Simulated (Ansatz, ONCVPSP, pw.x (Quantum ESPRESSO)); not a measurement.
# pw.x on fcc Ce: one setting changed

Potential: optimised norm-conserving Vanderbilt (ONCV), ONCVPSP 4.0.1.1 (patched build), PBE; core [Kr] 4d10, reference 4f1 5s2 5p6 5d1 6s2; waves: 5s+6s: rc 1.95 bohr, ncon 3, nbas 7, qcut 5.1 1/bohr, 2 projectors; 5p: rc 1.90 bohr, ncon 4, nbas 9, qcut 4.1 1/bohr, 2 projectors, debl 0.9 Ha; 5d: rc 3.70 bohr, ncon 3, nbas 8, qcut 4.9 1/bohr, 2 projectors, debl 3.3 Ha; 4f: rc 1.60 bohr, ncon 5, nbas 10, qcut 12.7 1/bohr, 2 projectors, debl 2.9 Ha; local part: polynomial inside 1.10 bohr (lpopt 2, dvloc0 0 Ha); core correction: polynomial model core, fcfact 0.3.

The reference run (k-mesh 12³, cutoffs 170/680 Ry, Fermi–Dirac 0.01 Ry, mixing_beta 0.4, conv_thr 1e-9, no spin) gives 0.07 GPa at 27.117 Å³/atom, where all-electron LAPW gives 0.15 GPa. This run, with its own iteration cap, changes k-mesh points per axis to 6.

```
&control
  calculation='scf', prefix='x', pseudo_dir='./', outdir='./tmp', tstress=.true., disk_io='none'
/
&system
  ibrav=0, nat=1, ntyp=1, ecutwfc=170, ecutrho=680, nbnd=14,
  occupations='smearing', smearing='fd', degauss=0.01
/
&electrons
  conv_thr=1e-09, mixing_beta=0.4, electron_maxstep=60
/
ATOMIC_SPECIES
Ce 1.0 Ce.UPF
CELL_PARAMETERS angstrom
  0.00000000 2.38453599 2.38453599
  2.38453599 0.00000000 2.38453599
  2.38453599 2.38453599 0.00000000
ATOMIC_POSITIONS crystal
Ce 0.0000 0.0000 0.0000
K_POINTS automatic
6 6 6 0 0 0
```

```bash
pw.x < Ce.scf.in > Ce.scf.out
```

**Question.** How does the run end?

**Answer.** It converges in 12 iterations; the free energy moves by -28.9 meV/atom and the pressure by -0.18 GPa.

```
Message from routine setup:
     using ibrav=0 with symmetry is DISCOURAGED, use correct ibrav instead
     lattice parameter (alat)  =       6.3726  a.u.
     unit-cell volume          =     182.9946 (a.u.)^3
     number of electrons       =        12.00
     number of Kohn-Sham states=           14
     kinetic-energy cutoff     =     170.0000  Ry
     charge density cutoff     =     680.0000  Ry
     scf convergence threshold =      1.0E-09
     Exchange-correlation= PBE
     number of k points=    16  Fermi-Dirac smearing, width (Ry)=  0.0100
     iteration #  1     ecut=   170.00 Ry     beta= 0.40
     total energy              =     -95.59421469 Ry
     estimated scf accuracy    <       0.20752324 Ry
     iteration #  2     ecut=   170.00 Ry     beta= 0.40
     total energy              =     -95.58908897 Ry
     estimated scf accuracy    <       0.50760642 Ry
     iteration #  3     ecut=   170.00 Ry     beta= 0.40
     total energy              =     -95.66336718 Ry
     estimated scf accuracy    <       0.02329705 Ry
     iteration #  4     ecut=   170.00 Ry     beta= 0.40
     total energy              =     -95.66854110 Ry
     estimated scf accuracy    <       0.01856103 Ry
     iteration #  5     ecut=   170.00 Ry     beta= 0.40
     total energy              =     -95.67057318 Ry
     estimated scf accuracy    <       0.00002087 Ry
     iteration #  6     ecut=   170.00 Ry     beta= 0.40
     total energy              =     -95.67053610 Ry
     estimated scf accuracy    <       0.00044171 Ry
     iteration #  7     ecut=   170.00 Ry     beta= 0.40
     total energy              =     -95.67061194 Ry
     estimated scf accuracy    <       0.00003475 Ry
     iteration #  8     ecut=   170.00 Ry     beta= 0.40
     total energy              =     -95.67061683 Ry
     estimated scf accuracy    <       0.00000028 Ry
     iteration #  9     ecut=   170.00 Ry     beta= 0.40
     total energy              =     -95.67061677 Ry
     estimated scf accuracy    <       0.00000055 Ry
     iteration # 10     ecut=   170.00 Ry     beta= 0.40
     total energy              =     -95.67061682 Ry
     estimated scf accuracy    <          5.6E-09 Ry
     iteration # 11     ecut=   170.00 Ry     beta= 0.40
     total energy              =     -95.67061683 Ry
     estimated scf accuracy    <          3.6E-09 Ry
     iteration # 12     ecut=   170.00 Ry     beta= 0.40
     the Fermi energy is    15.5615 ev
!    total energy              =     -95.67061683 Ry
     estimated scf accuracy    <          3.4E-10 Ry
     smearing contrib. (-TS)   =      -0.01308494 Ry
     The total energy is F=E-TS. E is the sum of the following terms:
     one-electron contribution =      -0.49024605 Ry
     hartree contribution      =       8.39550732 Ry
     xc contribution           =     -30.30463035 Ry
     ewald contribution        =     -73.25816281 Ry
     convergence has been achieved in  12 iterations
          total   stress  (Ry/bohr**3)                   (kbar)     P=       -1.09
     Message from routine punch:
     Nothing written, as per user request (disk_io='none')
```

The run took about 85 s on one core of a shared host (Neoverse-N1, 64 threads, 124 GiB, load 55).
